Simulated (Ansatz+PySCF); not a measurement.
doublet C2H5S: levels of theory in one basis

```
atom    x (Å)    y (Å)    z (Å)
   C  -1.3815   0.4244   0.0207
   S   0.1019  -0.6035  -0.0188
   C   1.3467   0.5875   0.0420
   H  -2.2375  -0.2485  -0.0250
   H  -1.4183   0.9990   0.9462
   H  -1.4044   1.0932  -0.8407
   H   1.1549   1.6023  -0.2793
   H   2.3598   0.2226   0.1271
```

Basis set: cc-pVTZ on H, C; cc-pV(T+d)Z on S (spherical functions). Frozen core: 7 orbitals. Correlation on ROHF uses semicanonical orbitals with singles. Charge 0, multiplicity 2.

Computed with Ansatz (development build ahead of 0.2.0); each method stands on the lowest determinant of its kind that the runs found.

```
  method  E − E(ROHF) (eV)  <S²> of the determinant
    ROHF              0.00                     0.75
     UHF             -0.17                     0.77
ROHF-MP2            -13.90                        –
 UHF-MP2            -13.87                     0.77
```
